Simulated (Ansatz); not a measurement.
We consider Ga₂O₃ (C2/m, No. 12), described by PBE-D3(BJ) in Ansatz (plane waves, PAW).

Numerical settings: plane-wave cutoff 500 eV, 10×10×6 k mesh (along the axes of the cell as run), gaussian smearing 0.02 eV, scalar-relativistic PAW data made under PBE.

Cell (relaxed at this level):

```
CELL_PARAMETERS angstrom
      1.53347     6.17683    -0.00821
      1.53347    -6.17683     0.00821
      0.00000    -1.39220    -5.68032
ATOMIC_POSITIONS crystal
  Ga 0.90952 0.09048 0.20483
  Ga 0.09048 0.90952 0.79517
  Ga 0.34116 0.65884 0.68621
  Ga 0.65884 0.34116 0.31379
  O  0.83442 0.16558 0.89101
  O  0.16558 0.83442 0.10899
  O  0.82683 0.17317 0.43722
  O  0.17317 0.82683 0.56278
  O  0.50378 0.49622 0.74435
  O  0.49622 0.50378 0.25565
```

Q: Give the computed band gap.

A: 
- band gap: 2.15 eV (on the SCF k mesh)

Measured, for comparison: band gap 4.85 ± 0.1 eV (room temperature, not corrected to a static lattice, ARPES, indirect, as cited; as tabulated in Mengle et al. (2016), arXiv:1902.02681).

Note: the relaxation could not lower the start's symmetry, so the cell can be a saddle point above a distorted one.

Spin–orbit coupling is not included.

Computed values are for the static lattice.

Ansatz is an electronic-structure program.
